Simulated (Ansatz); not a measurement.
**C4H7Cl: how energies converge with the basis set**

How large a basis does C4H7Cl need? Two functionals are run in growing sets.

Program: Ansatz 0.2.0, Gaussian basis. Level of theory: one geometry, several basis sets. These are calculated values, not measurements.

Levels to be run: PBE0-D4/def2-SVP; ωB97M-V/def2-SVP; PBE0-D4/def2-QZVPP; ωB97M-V/def2-QZVPP; the functionals' def2-TZVPP values are taken from earlier runs.

**1. Structure used throughout**

An earlier PBE0-D4 in a triple-zeta def2 set relaxation fixed the geometry.

SMILES `C=CCCCl`, 12 atoms, charge 0, spin multiplicity 1.

Atoms are counted from 1 here; the program's logs count them from 0.

Bond lengths: C1–C2 1.325 Å, C1–H6 1.084 Å, C1–H7 1.086 Å, C2–C3 1.492 Å, C2–H8 1.087 Å, C3–C4 1.517 Å, C3–H9 1.096 Å, C3–H10 1.096 Å, C4–Cl5 1.788 Å, C4–H11 1.090 Å, C4–H12 1.089 Å. Angles: C2–C1–H6 121.5°, C2–C1–H7 121.6°, H6–C1–H7 116.9°, C1–C2–C3 124.4°, C1–C2–H8 119.6°, C3–C2–H8 116.0°, C2–C3–C4 113.7°, C2–C3–H9 110.1°, C2–C3–H10 109.7°, C4–C3–H9 108.4°, C4–C3–H10 107.6°, H9–C3–H10 107.2°, C3–C4–Cl5 112.1°, C3–C4–H11 111.4°, C3–C4–H12 111.1°, Cl5–C4–H11 106.5°, Cl5–C4–H12 106.2°, H11–C4–H12 109.2°.

**2. PBE0-D4 in def2-SVP**

in.yaml reads:

```yaml
crystal:
  periodic: [false, false, false]
  atoms:
    - {symbol: C, position_ang: [-0.872239, 1.500686, 1.017827]}
    - {symbol: C, position_ang: [-0.696019, 0.247599, 0.624768]}
    - {symbol: C, position_ang: [0.618950, -0.334868, 0.226677]}
    - {symbol: C, position_ang: [0.650428, -0.853427, -1.198189]}
    - {symbol: Cl, position_ang: [-0.455458, -2.237862, -1.434060]}
    - {symbol: H, position_ang: [-1.850682, 1.875009, 1.295183]}
    - {symbol: H, position_ang: [-0.042613, 2.198672, 1.081657]}
    - {symbol: H, position_ang: [-1.549731, -0.423461, 0.572942]}
    - {symbol: H, position_ang: [0.885096, -1.157569, 0.899747]}
    - {symbol: H, position_ang: [1.402725, 0.425202, 0.319345]}
    - {symbol: H, position_ang: [0.341612, -0.086098, -1.907485]}
    - {symbol: H, position_ang: [1.644931, -1.209083, -1.464411]}
basis:
  gaussian: {orbitals: def2-SVP}
hamiltonian: {xc: pbe0, dispersion: d4}
output: {orbitals: {seedname: orbitals}}
```

Launch:

```bash
$ ansatz run in.yaml --threads 4 --pin off --events-out ev --progress --plain --max-ram 10444MiB
```

After this run come: ωB97M-V in def2-SVP; PBE0-D4 in def2-QZVPP; ωB97M-V in def2-QZVPP.

Q: Predict the results of all the runs planned. Wanted: PBE0-D4: double and triple zeta above quadruple; ωB97M-V: double and triple zeta above quadruple.

**Answer**, as computed:

```
                                       quantity          value
PBE0-D4: double and triple zeta above quadruple  9.61, 0.61 eV
ωB97M-V: double and triple zeta above quadruple  9.82, 0.59 eV
```

In words: PBE0-D4 gains 9.00 eV from double to triple zeta, then 0.61 eV more. Total energies overstate the basis error of differences, where much of it tends to cancel. The LUMO of ωB97M-V is positive and keeps falling with the basis (2.57 to 1.78 eV): an unbound level that the basis holds in place.
